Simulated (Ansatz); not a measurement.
H4Si, triplet, geometry from GFN2-xTB (a higher spin typed on purpose: for a closed-shell molecule this is an excited state); SVWN5/6-31G** (Ansatz, an electronic-structure program).

Ansatz was given this input:
Ansatz 0.2 input:
```yaml
crystal:
  periodic: [false, false, false]
  atoms:
    - {symbol: Si, position_ang: [-0.00000000, -0.00000000, -0.00000000]}
    - {symbol: H, position_ang: [0.21636537, 1.47416717, -0.01722191]}
    - {symbol: H, position_ang: [-1.34501321, 0.20450964, 0.60777848]}
    - {symbol: H, position_ang: [1.34501321, -0.20450964, -0.60777848]}
    - {symbol: H, position_ang: [-0.21636537, -1.47416717, 0.01722191]}
basis:
  gaussian:
    orbitals: 6-31G__.json
hamiltonian:
  xc: {name: SVWN5}
magnetization: {spin_polarized: true, initial_magnetization: 2}
```
The basis file holds 6-31G** in the JSON format of the Basis Set Exchange.

**Question.** Write the output that Ansatz gives for this input, abridged.

**Answer.** 
```
Functional definition: SVWN5
430 factors; their error is unknown
mean field evaluation 1: about -7903.9512 eV, gradient 8.2e0 eV
mean field evaluation 2: about -7904.2371 eV, gradient 6.4e0 eV
mean field evaluation 4: about -7904.5598 eV, gradient 2.6e-2 eV
mean field evaluation 8: about -7904.5231 eV, gradient 4.7e-4 eV
mean field -7904.52311104 eV, -290.4858664525 hartree, gradient 3.5e-5 eV, S^2 2.000924; 0 other end points of the search recorded, 0 dependent functions left out
reference -7904.52314112 eV, -290.4858675578 hartree; 10, 8 occupied and 29, 31 virtual orbitals, 430 factors
Total energy: -7904.52314112 eV, -290.4858675578 hartree
```
